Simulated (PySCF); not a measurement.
Potential energy curve for H₂, singlet.

UHF/6-31G (PySCF); RHF/6-31G (PySCF); UKS-PBE0 = unrestricted PBE0/6-31G in PySCF; RKS-PBE0 = PySCF with restricted PBE0/6-31G; UKS-PBE = PySCF with unrestricted PBE/6-31G; RKS-PBE = PySCF with restricted PBE/6-31G; UKS-BLYP = unrestricted BLYP/6-31G (PySCF); RKS-BLYP = restricted BLYP/6-31G in PySCF 2.14.0; UKS-B3LYP/6-31G* = unrestricted B3LYP/6-31G*, spherical d in PySCF; RKS-B3LYP/6-31G* = PySCF 2.14.0 with restricted B3LYP/6-31G*, spherical d; UKS-B3LYP/3-21G = unrestricted B3LYP/3-21G (PySCF); RKS-B3LYP/3-21G = restricted B3LYP/3-21G (PySCF); UKS-B3LYP/LANL2DZ = unrestricted B3LYP/LANL2DZ (PySCF); RKS-B3LYP/LANL2DZ = restricted B3LYP/LANL2DZ (PySCF); UKS-B3LYP/6-311+G** = PySCF with unrestricted B3LYP/6-311+G**, spherical d; RKS-B3LYP/6-311+G** = restricted B3LYP/6-311+G**, spherical d run with PySCF 2.14.0.

Scanned distances (Å): 0.59, 0.63, 0.67, 0.70, 0.72, 0.75, 0.76, 0.80, 0.82, 0.86, 0.93, 1.00, 1.13, 1.22, 1.36, 1.48, 1.62, 1.83, 2.02, 2.22, 2.58, 2.99.

Problem. Where does the unrestricted solution first break spin symmetry (<S²> of 0.01 or more)?

Solution. UHF: between 1.13 and 1.22 Å; UKS-PBE0: between 1.48 and 1.62 Å; UKS-PBE: between 1.62 and 1.83 Å; UKS-BLYP: between 1.48 and 1.62 Å; UKS-B3LYP/6-31G*: between 1.48 and 1.62 Å; UKS-B3LYP/3-21G: between 1.36 and 1.48 Å; UKS-B3LYP/LANL2DZ: between 1.36 and 1.48 Å; UKS-B3LYP/6-311+G**: between 1.48 and 1.62 Å.

```json
[
 {"R / Å": "0.59", "<S²> UHF": "0.00", "E(RHF) − E(UHF) / eV": "0.000", "<S²> UKS-PBE0": "0.00", "E(RKS-PBE0) − E(UKS-PBE0) / eV": "0.000", "<S²> UKS-PBE": "0.00", "E(RKS-PBE) − E(UKS-PBE) / eV": "0.000", "<S²> UKS-BLYP": "0.00", "E(RKS-BLYP) − E(UKS-BLYP) / eV": "0.000", "<S²> UKS-B3LYP/6-31G*": "0.00", "E(RKS-B3LYP/6-31G*) − E(UKS-B3LYP/6-31G*) / eV": "0.000", "<S²> UKS-B3LYP/3-21G": "0.00", "E(RKS-B3LYP/3-21G) − E(UKS-B3LYP/3-21G) / eV": "0.000", "<S²> UKS-B3LYP/LANL2DZ": "0.00", "E(RKS-B3LYP/LANL2DZ) − E(UKS-B3LYP/LANL2DZ) / eV": "0.000", "<S²> UKS-B3LYP/6-311+G**": "0.00", "E(RKS-B3LYP/6-311+G**) − E(UKS-B3LYP/6-311+G**) / eV": "0.000"},
 {"R / Å": "0.63", "<S²> UHF": "0.00", "E(RHF) − E(UHF) / eV": "0.000", "<S²> UKS-PBE0": "0.00", "E(RKS-PBE0) − E(UKS-PBE0) / eV": "0.000", "<S²> UKS-PBE": "0.00", "E(RKS-PBE) − E(UKS-PBE) / eV": "0.000", "<S²> UKS-BLYP": "0.00", "E(RKS-BLYP) − E(UKS-BLYP) / eV": "0.000", "<S²> UKS-B3LYP/6-31G*": "0.00", "E(RKS-B3LYP/6-31G*) − E(UKS-B3LYP/6-31G*) / eV": "0.000", "<S²> UKS-B3LYP/3-21G": "0.00", "E(RKS-B3LYP/3-21G) − E(UKS-B3LYP/3-21G) / eV": "0.000", "<S²> UKS-B3LYP/LANL2DZ": "0.00", "E(RKS-B3LYP/LANL2DZ) − E(UKS-B3LYP/LANL2DZ) / eV": "0.000", "<S²> UKS-B3LYP/6-311+G**": "0.00", "E(RKS-B3LYP/6-311+G**) − E(UKS-B3LYP/6-311+G**) / eV": "0.000"},
 {"R / Å": "0.67", "<S²> UHF": "0.00", "E(RHF) − E(UHF) / eV": "0.000", "<S²> UKS-PBE0": "0.00", "E(RKS-PBE0) − E(UKS-PBE0) / eV": "0.000", "<S²> UKS-PBE": "0.00", "E(RKS-PBE) − E(UKS-PBE) / eV": "0.000", "<S²> UKS-BLYP": "0.00", "E(RKS-BLYP) − E(UKS-BLYP) / eV": "0.000", "<S²> UKS-B3LYP/6-31G*": "0.00", "E(RKS-B3LYP/6-31G*) − E(UKS-B3LYP/6-31G*) / eV": "0.000", "<S²> UKS-B3LYP/3-21G": "0.00", "E(RKS-B3LYP/3-21G) − E(UKS-B3LYP/3-21G) / eV": "0.000", "<S²> UKS-B3LYP/LANL2DZ": "0.00", "E(RKS-B3LYP/LANL2DZ) − E(UKS-B3LYP/LANL2DZ) / eV": "0.000", "<S²> UKS-B3LYP/6-311+G**": "0.00", "E(RKS-B3LYP/6-311+G**) − E(UKS-B3LYP/6-311+G**) / eV": "0.000"},
 {"R / Å": "0.70", "<S²> UHF": "0.00", "E(RHF) − E(UHF) / eV": "0.000", "<S²> UKS-PBE0": "0.00", "E(RKS-PBE0) − E(UKS-PBE0) / eV": "0.000", "<S²> UKS-PBE": "0.00", "E(RKS-PBE) − E(UKS-PBE) / eV": "0.000", "<S²> UKS-BLYP": "0.00", "E(RKS-BLYP) − E(UKS-BLYP) / eV": "0.000", "<S²> UKS-B3LYP/6-31G*": "0.00", "E(RKS-B3LYP/6-31G*) − E(UKS-B3LYP/6-31G*) / eV": "0.000", "<S²> UKS-B3LYP/3-21G": "0.00", "E(RKS-B3LYP/3-21G) − E(UKS-B3LYP/3-21G) / eV": "0.000", "<S²> UKS-B3LYP/LANL2DZ": "0.00", "E(RKS-B3LYP/LANL2DZ) − E(UKS-B3LYP/LANL2DZ) / eV": "0.000", "<S²> UKS-B3LYP/6-311+G**": "0.00", "E(RKS-B3LYP/6-311+G**) − E(UKS-B3LYP/6-311+G**) / eV": "0.000"},
 {"R / Å": "0.72", "<S²> UHF": "0.00", "E(RHF) − E(UHF) / eV": "0.000", "<S²> UKS-PBE0": "0.00", "E(RKS-PBE0) − E(UKS-PBE0) / eV": "0.000", "<S²> UKS-PBE": "0.00", "E(RKS-PBE) − E(UKS-PBE) / eV": "0.000", "<S²> UKS-BLYP": "0.00", "E(RKS-BLYP) − E(UKS-BLYP) / eV": "0.000", "<S²> UKS-B3LYP/6-31G*": "0.00", "E(RKS-B3LYP/6-31G*) − E(UKS-B3LYP/6-31G*) / eV": "0.000", "<S²> UKS-B3LYP/3-21G": "0.00", "E(RKS-B3LYP/3-21G) − E(UKS-B3LYP/3-21G) / eV": "0.000", "<S²> UKS-B3LYP/LANL2DZ": "0.00", "E(RKS-B3LYP/LANL2DZ) − E(UKS-B3LYP/LANL2DZ) / eV": "0.000", "<S²> UKS-B3LYP/6-311+G**": "0.00", "E(RKS-B3LYP/6-311+G**) − E(UKS-B3LYP/6-311+G**) / eV": "0.000"},
 {"R / Å": "0.75", "<S²> UHF": "0.00", "E(RHF) − E(UHF) / eV": "0.000", "<S²> UKS-PBE0": "0.00", "E(RKS-PBE0) − E(UKS-PBE0) / eV": "0.000", "<S²> UKS-PBE": "0.00", "E(RKS-PBE) − E(UKS-PBE) / eV": "0.000", "<S²> UKS-BLYP": "0.00", "E(RKS-BLYP) − E(UKS-BLYP) / eV": "0.000", "<S²> UKS-B3LYP/6-31G*": "0.00", "E(RKS-B3LYP/6-31G*) − E(UKS-B3LYP/6-31G*) / eV": "0.000", "<S²> UKS-B3LYP/3-21G": "0.00", "E(RKS-B3LYP/3-21G) − E(UKS-B3LYP/3-21G) / eV": "0.000", "<S²> UKS-B3LYP/LANL2DZ": "0.00", "E(RKS-B3LYP/LANL2DZ) − E(UKS-B3LYP/LANL2DZ) / eV": "0.000", "<S²> UKS-B3LYP/6-311+G**": "0.00", "E(RKS-B3LYP/6-311+G**) − E(UKS-B3LYP/6-311+G**) / eV": "0.000"},
 {"R / Å": "0.76", "<S²> UHF": "0.00", "E(RHF) − E(UHF) / eV": "0.000", "<S²> UKS-PBE0": "0.00", "E(RKS-PBE0) − E(UKS-PBE0) / eV": "0.000", "<S²> UKS-PBE": "0.00", "E(RKS-PBE) − E(UKS-PBE) / eV": "0.000", "<S²> UKS-BLYP": "0.00", "E(RKS-BLYP) − E(UKS-BLYP) / eV": "0.000", "<S²> UKS-B3LYP/6-31G*": "0.00", "E(RKS-B3LYP/6-31G*) − E(UKS-B3LYP/6-31G*) / eV": "0.000", "<S²> UKS-B3LYP/3-21G": "0.00", "E(RKS-B3LYP/3-21G) − E(UKS-B3LYP/3-21G) / eV": "0.000", "<S²> UKS-B3LYP/LANL2DZ": "0.00", "E(RKS-B3LYP/LANL2DZ) − E(UKS-B3LYP/LANL2DZ) / eV": "0.000", "<S²> UKS-B3LYP/6-311+G**": "0.00", "E(RKS-B3LYP/6-311+G**) − E(UKS-B3LYP/6-311+G**) / eV": "0.000"},
 {"R / Å": "0.80", "<S²> UHF": "0.00", "E(RHF) − E(UHF) / eV": "0.000", "<S²> UKS-PBE0": "0.00", "E(RKS-PBE0) − E(UKS-PBE0) / eV": "0.000", "<S²> UKS-PBE": "0.00", "E(RKS-PBE) − E(UKS-PBE) / eV": "0.000", "<S²> UKS-BLYP": "0.00", "E(RKS-BLYP) − E(UKS-BLYP) / eV": "0.000", "<S²> UKS-B3LYP/6-31G*": "0.00", "E(RKS-B3LYP/6-31G*) − E(UKS-B3LYP/6-31G*) / eV": "0.000", "<S²> UKS-B3LYP/3-21G": "0.00", "E(RKS-B3LYP/3-21G) − E(UKS-B3LYP/3-21G) / eV": "0.000", "<S²> UKS-B3LYP/LANL2DZ": "0.00", "E(RKS-B3LYP/LANL2DZ) − E(UKS-B3LYP/LANL2DZ) / eV": "0.000", "<S²> UKS-B3LYP/6-311+G**": "0.00", "E(RKS-B3LYP/6-311+G**) − E(UKS-B3LYP/6-311+G**) / eV": "0.000"},
 {"R / Å": "0.82", "<S²> UHF": "0.00", "E(RHF) − E(UHF) / eV": "0.000", "<S²> UKS-PBE0": "0.00", "E(RKS-PBE0) − E(UKS-PBE0) / eV": "0.000", "<S²> UKS-PBE": "0.00", "E(RKS-PBE) − E(UKS-PBE) / eV": "0.000", "<S²> UKS-BLYP": "0.00", "E(RKS-BLYP) − E(UKS-BLYP) / eV": "0.000", "<S²> UKS-B3LYP/6-31G*": "0.00", "E(RKS-B3LYP/6-31G*) − E(UKS-B3LYP/6-31G*) / eV": "0.000", "<S²> UKS-B3LYP/3-21G": "0.00", "E(RKS-B3LYP/3-21G) − E(UKS-B3LYP/3-21G) / eV": "0.000", "<S²> UKS-B3LYP/LANL2DZ": "0.00", "E(RKS-B3LYP/LANL2DZ) − E(UKS-B3LYP/LANL2DZ) / eV": "0.000", "<S²> UKS-B3LYP/6-311+G**": "0.00", "E(RKS-B3LYP/6-311+G**) − E(UKS-B3LYP/6-311+G**) / eV": "0.000"},
 {"R / Å": "0.86", "<S²> UHF": "0.00", "E(RHF) − E(UHF) / eV": "0.000", "<S²> UKS-PBE0": "0.00", "E(RKS-PBE0) − E(UKS-PBE0) / eV": "0.000", "<S²> UKS-PBE": "0.00", "E(RKS-PBE) − E(UKS-PBE) / eV": "0.000", "<S²> UKS-BLYP": "0.00", "E(RKS-BLYP) − E(UKS-BLYP) / eV": "0.000", "<S²> UKS-B3LYP/6-31G*": "0.00", "E(RKS-B3LYP/6-31G*) − E(UKS-B3LYP/6-31G*) / eV": "0.000", "<S²> UKS-B3LYP/3-21G": "0.00", "E(RKS-B3LYP/3-21G) − E(UKS-B3LYP/3-21G) / eV": "0.000", "<S²> UKS-B3LYP/LANL2DZ": "0.00", "E(RKS-B3LYP/LANL2DZ) − E(UKS-B3LYP/LANL2DZ) / eV": "0.000", "<S²> UKS-B3LYP/6-311+G**": "0.00", "E(RKS-B3LYP/6-311+G**) − E(UKS-B3LYP/6-311+G**) / eV": "0.000"},
 {"R / Å": "0.93", "<S²> UHF": "0.00", "E(RHF) − E(UHF) / eV": "0.000", "<S²> UKS-PBE0": "0.00", "E(RKS-PBE0) − E(UKS-PBE0) / eV": "0.000", "<S²> UKS-PBE": "0.00", "E(RKS-PBE) − E(UKS-PBE) / eV": "0.000", "<S²> UKS-BLYP": "0.00", "E(RKS-BLYP) − E(UKS-BLYP) / eV": "0.000", "<S²> UKS-B3LYP/6-31G*": "0.00", "E(RKS-B3LYP/6-31G*) − E(UKS-B3LYP/6-31G*) / eV": "0.000", "<S²> UKS-B3LYP/3-21G": "0.00", "E(RKS-B3LYP/3-21G) − E(UKS-B3LYP/3-21G) / eV": "0.000", "<S²> UKS-B3LYP/LANL2DZ": "0.00", "E(RKS-B3LYP/LANL2DZ) − E(UKS-B3LYP/LANL2DZ) / eV": "0.000", "<S²> UKS-B3LYP/6-311+G**": "0.00", "E(RKS-B3LYP/6-311+G**) − E(UKS-B3LYP/6-311+G**) / eV": "0.000"},
 {"R / Å": "1.00", "<S²> UHF": "0.00", "E(RHF) − E(UHF) / eV": "0.000", "<S²> UKS-PBE0": "0.00", "E(RKS-PBE0) − E(UKS-PBE0) / eV": "0.000", "<S²> UKS-PBE": "0.00", "E(RKS-PBE) − E(UKS-PBE) / eV": "0.000", "<S²> UKS-BLYP": "0.00", "E(RKS-BLYP) − E(UKS-BLYP) / eV": "0.000", "<S²> UKS-B3LYP/6-31G*": "0.00", "E(RKS-B3LYP/6-31G*) − E(UKS-B3LYP/6-31G*) / eV": "0.000", "<S²> UKS-B3LYP/3-21G": "0.00", "E(RKS-B3LYP/3-21G) − E(UKS-B3LYP/3-21G) / eV": "0.000", "<S²> UKS-B3LYP/LANL2DZ": "0.00", "E(RKS-B3LYP/LANL2DZ) − E(UKS-B3LYP/LANL2DZ) / eV": "0.000", "<S²> UKS-B3LYP/6-311+G**": "0.00", "E(RKS-B3LYP/6-311+G**) − E(UKS-B3LYP/6-311+G**) / eV": "0.000"},
 {"R / Å": "1.13", "<S²> UHF": "0.00", "E(RHF) − E(UHF) / eV": "0.000", "<S²> UKS-PBE0": "0.00", "E(RKS-PBE0) − E(UKS-PBE0) / eV": "0.000", "<S²> UKS-PBE": "0.00", "E(RKS-PBE) − E(UKS-PBE) / eV": "0.000", "<S²> UKS-BLYP": "0.00", "E(RKS-BLYP) − E(UKS-BLYP) / eV": "0.000", "<S²> UKS-B3LYP/6-31G*": "0.00", "E(RKS-B3LYP/6-31G*) − E(UKS-B3LYP/6-31G*) / eV": "0.000", "<S²> UKS-B3LYP/3-21G": "0.00", "E(RKS-B3LYP/3-21G) − E(UKS-B3LYP/3-21G) / eV": "0.000", "<S²> UKS-B3LYP/LANL2DZ": "0.00", "E(RKS-B3LYP/LANL2DZ) − E(UKS-B3LYP/LANL2DZ) / eV": "0.000", "<S²> UKS-B3LYP/6-311+G**": "0.00", "E(RKS-B3LYP/6-311+G**) − E(UKS-B3LYP/6-311+G**) / eV": "0.000"},
 {"R / Å": "1.22", "<S²> UHF": "0.08", "E(RHF) − E(UHF) / eV": "0.007", "<S²> UKS-PBE0": "0.00", "E(RKS-PBE0) − E(UKS-PBE0) / eV": "0.000", "<S²> UKS-PBE": "0.00", "E(RKS-PBE) − E(UKS-PBE) / eV": "0.000", "<S²> UKS-BLYP": "0.00", "E(RKS-BLYP) − E(UKS-BLYP) / eV": "0.000", "<S²> UKS-B3LYP/6-31G*": "0.00", "E(RKS-B3LYP/6-31G*) − E(UKS-B3LYP/6-31G*) / eV": "0.000", "<S²> UKS-B3LYP/3-21G": "0.00", "E(RKS-B3LYP/3-21G) − E(UKS-B3LYP/3-21G) / eV": "0.000", "<S²> UKS-B3LYP/LANL2DZ": "0.00", "E(RKS-B3LYP/LANL2DZ) − E(UKS-B3LYP/LANL2DZ) / eV": "0.000", "<S²> UKS-B3LYP/6-311+G**": "0.00", "E(RKS-B3LYP/6-311+G**) − E(UKS-B3LYP/6-311+G**) / eV": "0.000"},
 {"R / Å": "1.36", "<S²> UHF": "0.39", "E(RHF) − E(UHF) / eV": "0.205", "<S²> UKS-PBE0": "0.00", "E(RKS-PBE0) − E(UKS-PBE0) / eV": "0.000", "<S²> UKS-PBE": "0.00", "E(RKS-PBE) − E(UKS-PBE) / eV": "0.000", "<S²> UKS-BLYP": "0.00", "E(RKS-BLYP) − E(UKS-BLYP) / eV": "0.000", "<S²> UKS-B3LYP/6-31G*": "0.00", "E(RKS-B3LYP/6-31G*) − E(UKS-B3LYP/6-31G*) / eV": "0.000", "<S²> UKS-B3LYP/3-21G": "0.00", "E(RKS-B3LYP/3-21G) − E(UKS-B3LYP/3-21G) / eV": "0.000", "<S²> UKS-B3LYP/LANL2DZ": "0.00", "E(RKS-B3LYP/LANL2DZ) − E(UKS-B3LYP/LANL2DZ) / eV": "0.000", "<S²> UKS-B3LYP/6-311+G**": "0.00", "E(RKS-B3LYP/6-311+G**) − E(UKS-B3LYP/6-311+G**) / eV": "0.000"},
 {"R / Å": "1.48", "<S²> UHF": "0.57", "E(RHF) − E(UHF) / eV": "0.518", "<S²> UKS-PBE0": "0.00", "E(RKS-PBE0) − E(UKS-PBE0) / eV": "0.000", "<S²> UKS-PBE": "0.00", "E(RKS-PBE) − E(UKS-PBE) / eV": "0.000", "<S²> UKS-BLYP": "0.00", "E(RKS-BLYP) − E(UKS-BLYP) / eV": "0.000", "<S²> UKS-B3LYP/6-31G*": "0.00", "E(RKS-B3LYP/6-31G*) − E(UKS-B3LYP/6-31G*) / eV": "0.000", "<S²> UKS-B3LYP/3-21G": "0.01", "E(RKS-B3LYP/3-21G) − E(UKS-B3LYP/3-21G) / eV": "0.000", "<S²> UKS-B3LYP/LANL2DZ": "0.01", "E(RKS-B3LYP/LANL2DZ) − E(UKS-B3LYP/LANL2DZ) / eV": "0.000", "<S²> UKS-B3LYP/6-311+G**": "0.00", "E(RKS-B3LYP/6-311+G**) − E(UKS-B3LYP/6-311+G**) / eV": "0.000"},
 {"R / Å": "1.62", "<S²> UHF": "0.72", "E(RHF) − E(UHF) / eV": "0.969", "<S²> UKS-PBE0": "0.33", "E(RKS-PBE0) − E(UKS-PBE0) / eV": "0.075", "<S²> UKS-PBE": "0.00", "E(RKS-PBE) − E(UKS-PBE) / eV": "0.000", "<S²> UKS-BLYP": "0.12", "E(RKS-BLYP) − E(UKS-BLYP) / eV": "0.014", "<S²> UKS-B3LYP/6-31G*": "0.23", "E(RKS-B3LYP/6-31G*) − E(UKS-B3LYP/6-31G*) / eV": "0.054", "<S²> UKS-B3LYP/3-21G": "0.25", "E(RKS-B3LYP/3-21G) − E(UKS-B3LYP/3-21G) / eV": "0.061", "<S²> UKS-B3LYP/LANL2DZ": "0.25", "E(RKS-B3LYP/LANL2DZ) − E(UKS-B3LYP/LANL2DZ) / eV": "0.064", "<S²> UKS-B3LYP/6-311+G**": "0.21", "E(RKS-B3LYP/6-311+G**) − E(UKS-B3LYP/6-311+G**) / eV": "0.045"},
 {"R / Å": "1.83", "<S²> UHF": "0.85", "E(RHF) − E(UHF) / eV": "1.709", "<S²> UKS-PBE0": "0.65", "E(RKS-PBE0) − E(UKS-PBE0) / eV": "0.404", "<S²> UKS-PBE": "0.51", "E(RKS-PBE) − E(UKS-PBE) / eV": "0.155", "<S²> UKS-BLYP": "0.41", "E(RKS-BLYP) − E(UKS-BLYP) / eV": "0.156", "<S²> UKS-B3LYP/6-31G*": "0.54", "E(RKS-B3LYP/6-31G*) − E(UKS-B3LYP/6-31G*) / eV": "0.295", "<S²> UKS-B3LYP/3-21G": "0.55", "E(RKS-B3LYP/3-21G) − E(UKS-B3LYP/3-21G) / eV": "0.316", "<S²> UKS-B3LYP/LANL2DZ": "0.56", "E(RKS-B3LYP/LANL2DZ) − E(UKS-B3LYP/LANL2DZ) / eV": "0.322", "<S²> UKS-B3LYP/6-311+G**": "0.52", "E(RKS-B3LYP/6-311+G**) − E(UKS-B3LYP/6-311+G**) / eV": "0.270"},
 {"R / Å": "2.02", "<S²> UHF": "0.91", "E(RHF) − E(UHF) / eV": "2.372", "<S²> UKS-PBE0": "0.81", "E(RKS-PBE0) − E(UKS-PBE0) / eV": "0.790", "<S²> UKS-PBE": "0.74", "E(RKS-PBE) − E(UKS-PBE) / eV": "0.430", "<S²> UKS-BLYP": "0.64", "E(RKS-BLYP) − E(UKS-BLYP) / eV": "0.369", "<S²> UKS-B3LYP/6-31G*": "0.73", "E(RKS-B3LYP/6-31G*) − E(UKS-B3LYP/6-31G*) / eV": "0.602", "<S²> UKS-B3LYP/3-21G": "0.74", "E(RKS-B3LYP/3-21G) − E(UKS-B3LYP/3-21G) / eV": "0.637", "<S²> UKS-B3LYP/LANL2DZ": "0.74", "E(RKS-B3LYP/LANL2DZ) − E(UKS-B3LYP/LANL2DZ) / eV": "0.644", "<S²> UKS-B3LYP/6-311+G**": "0.72", "E(RKS-B3LYP/6-311+G**) − E(UKS-B3LYP/6-311+G**) / eV": "0.560"},
 {"R / Å": "2.22", "<S²> UHF": "0.95", "E(RHF) − E(UHF) / eV": "3.022", "<S²> UKS-PBE0": "0.90", "E(RKS-PBE0) − E(UKS-PBE0) / eV": "1.205", "<S²> UKS-PBE": "0.87", "E(RKS-PBE) − E(UKS-PBE) / eV": "0.752", "<S²> UKS-BLYP": "0.80", "E(RKS-BLYP) − E(UKS-BLYP) / eV": "0.629", "<S²> UKS-B3LYP/6-31G*": "0.85", "E(RKS-B3LYP/6-31G*) − E(UKS-B3LYP/6-31G*) / eV": "0.947", "<S²> UKS-B3LYP/3-21G": "0.00", "E(RKS-B3LYP/3-21G) − E(UKS-B3LYP/3-21G) / eV": "—", "<S²> UKS-B3LYP/LANL2DZ": "0.86", "E(RKS-B3LYP/LANL2DZ) − E(UKS-B3LYP/LANL2DZ) / eV": "1.004", "<S²> UKS-B3LYP/6-311+G**": "0.00", "E(RKS-B3LYP/6-311+G**) − E(UKS-B3LYP/6-311+G**) / eV": "—"},
 {"R / Å": "2.58", "<S²> UHF": "0.98", "E(RHF) − E(UHF) / eV": "4.028", "<S²> UKS-PBE0": "0.97", "E(RKS-PBE0) − E(UKS-PBE0) / eV": "1.859", "<S²> UKS-PBE": "0.96", "E(RKS-PBE) − E(UKS-PBE) / eV": "1.272", "<S²> UKS-BLYP": "0.94", "E(RKS-BLYP) − E(UKS-BLYP) / eV": "1.071", "<S²> UKS-B3LYP/6-31G*": "0.00", "E(RKS-B3LYP/6-31G*) − E(UKS-B3LYP/6-31G*) / eV": "—", "<S²> UKS-B3LYP/3-21G": "0.00", "E(RKS-B3LYP/3-21G) − E(UKS-B3LYP/3-21G) / eV": "—", "<S²> UKS-B3LYP/LANL2DZ": "0.00", "E(RKS-B3LYP/LANL2DZ) − E(UKS-B3LYP/LANL2DZ) / eV": "—", "<S²> UKS-B3LYP/6-311+G**": "0.00", "E(RKS-B3LYP/6-311+G**) − E(UKS-B3LYP/6-311+G**) / eV": "—"},
 {"R / Å": "2.99", "<S²> UHF": "1.00", "E(RHF) − E(UHF) / eV": "4.910", "<S²> UKS-PBE0": "0.99", "E(RKS-PBE0) − E(UKS-PBE0) / eV": "2.409", "<S²> UKS-PBE": "0.99", "E(RKS-PBE) − E(UKS-PBE) / eV": "1.699", "<S²> UKS-BLYP": "0.98", "E(RKS-BLYP) − E(UKS-BLYP) / eV": "1.450", "<S²> UKS-B3LYP/6-31G*": "0.00", "E(RKS-B3LYP/6-31G*) − E(UKS-B3LYP/6-31G*) / eV": "—", "<S²> UKS-B3LYP/3-21G": "0.00", "E(RKS-B3LYP/3-21G) − E(UKS-B3LYP/3-21G) / eV": "—", "<S²> UKS-B3LYP/LANL2DZ": "0.00", "E(RKS-B3LYP/LANL2DZ) − E(UKS-B3LYP/LANL2DZ) / eV": "—", "<S²> UKS-B3LYP/6-311+G**": "0.00", "E(RKS-B3LYP/6-311+G**) − E(UKS-B3LYP/6-311+G**) / eV": "—"}
]
```

A dash means that the run gave no value there, or that the column was ended at a point which the program doubted or which failed a test of continuity chosen for this set; such a test can also cut sound points.
